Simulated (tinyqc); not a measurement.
RKS/LDA (PW92) in the sto-3g basis, for BH, spin multiplicity 1, step by step. Computed by tinyqc, a small Python program that keeps every step (integrals from PySCF). Settings: charge = 0, multiplicity = 1, basis = sto-3g, energy threshold = 1e-08, iteration cap = 50, orthogonalisation = canonical, start = atomic densities, DIIS depth = 0, method = RKS, functional = lda,pw, grid = [20, 26]. Command: `OMP_NUM_THREADS=1 python tinyqc.py 25865 25866 out.jsonl` (the two numbers bound the seeds that draw the settings). One thread of a shared host (Intel(R) Xeon(R) Processor @ 2.60GHz), about 0.3 s of CPU time with the checks.

Geometry (angstrom):

| atom | x | y | z |
|---|---|---|---|
| B | 0.000000 | 0.000000 | 0.000000 |
| H | 0.000000 | 0.000000 | 1.530000 |

Stop when the energy changes by less than 1e-08 hartree and every element of the error matrix X^T (F D S - S D F) X is below 3e-05.

Course of the cycle:

| iteration | E (hartree) | change | largest element of the error matrix |
|---|---|---|---|
| 1 | -24.61348881 | - | 2.51e-01 |
| 2 | -24.55922149 | 5.43e-02 | 1.00e-01 |
| 3 | -24.56074065 | -1.52e-03 | 8.15e-02 |
| 4 | -24.55659894 | 4.14e-03 | 8.57e-02 |
| 5 | -24.54897774 | 7.62e-03 | 1.22e-01 |
| 6 | -24.53608600 | 1.29e-02 | 1.49e-01 |
| 7 | -24.51719798 | 1.89e-02 | 2.05e-01 |
| 8 | -24.48917127 | 2.80e-02 | 2.35e-01 |
| 9 | -24.45779678 | 3.14e-02 | 3.05e-01 |
| 10 | -24.42210945 | 3.57e-02 | 3.12e-01 |
| 11 | -24.39458704 | 2.75e-02 | 3.76e-01 |
| 12 | -24.37121307 | 2.34e-02 | 3.54e-01 |
| 13 | -24.35789464 | 1.33e-02 | 4.09e-01 |
| 14 | -24.34852889 | 9.37e-03 | 3.69e-01 |
| ... | ... | ... | ... |
| 37 | -24.33756360 | 1.22e-04 | 4.24e-01 |
| 38 | -24.33768539 | -1.22e-04 | 3.75e-01 |
| 39 | -24.33756360 | 1.22e-04 | 4.24e-01 |
| 40 | -24.33768539 | -1.22e-04 | 3.75e-01 |
| 41 | -24.33756359 | 1.22e-04 | 4.24e-01 |
| 42 | -24.33768539 | -1.22e-04 | 3.75e-01 |
| 43 | -24.33756359 | 1.22e-04 | 4.24e-01 |
| 44 | -24.33768539 | -1.22e-04 | 3.75e-01 |
| 45 | -24.33756359 | 1.22e-04 | 4.24e-01 |
| 46 | -24.33768539 | -1.22e-04 | 3.75e-01 |
| 47 | -24.33756359 | 1.22e-04 | 4.24e-01 |
| 48 | -24.33768539 | -1.22e-04 | 3.75e-01 |
| 49 | -24.33756359 | 1.22e-04 | 4.24e-01 |
| 50 | -24.33768539 | -1.22e-04 | 3.75e-01 |

Can the last value be used, and what does the course show?

Not by the stop rule. Not converged within the cap of 50 iterations: the residual has stopped falling: the iteration swings between two states. Reruns (cap 100 unless said): DIIS 8: converged in 6; damping 0.5: converged in 24; level shift 0.5: converged in 6; atomic densities as start, DIIS 8: converged in 6; the original settings with a cap of 400: not converged. PySCF RKS in the same basis, fine grid = -24.57078166 hartree, which differs from a converged run on this coarse grid by the grid error.
